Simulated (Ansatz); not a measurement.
hcp Y was calculated with BLYP (Ansatz, a first-principles code, PAW).

Run with plane-wave cutoff 520 eV, 18×18×10 k mesh (along the axes of the cell as run), Fermi–Dirac smearing 0.05 eV, scalar-relativistic PAW data made under PBE.

Equation-of-state points:

```csv
V (Å³/atom),E − E_lowest (meV/atom),P (GPa)
32.390,6.95,1.697
33.065,1.69,0.814
33.739,0.00,-0.001
34.414,1.60,-0.750
35.089,6.23,-1.439
```

### Question
Estimate the bulk modulus from the pressures at 33.065 and 34.414 Å³/atom, and compare it with a fit to all energies.

### Answer
B = −V dP/dV. Between V = 33.065 and 34.414 Å³/atom, dP/dV = (-0.750 − (0.814))/(34.414 − 33.065) = -1.16 GPa per Å³/atom; at the midpoint 33.739 Å³/atom this gives B ≈ 39.1 GPa. The third-order Birch–Murnaghan fit gives V0 = 33.739 Å³/atom, B0 = 39.0 GPa, B′ = 3.1, which lies within 1 % of that estimate.

Shape and atoms are relaxed at each volume.

Measured, for comparison: bulk modulus 41.7 GPa (zero-point energy and finite temperature contributions removed, our sources range from 37.3 to 41.7; as tabulated in doi:10.1021/acs.jctc.3c00612). Computed (rounded) less measured: bulk modulus -6 % (inside the range of the sources held).

Note: the bulk modulus comes from volumes at which shape and atoms were relaxed.
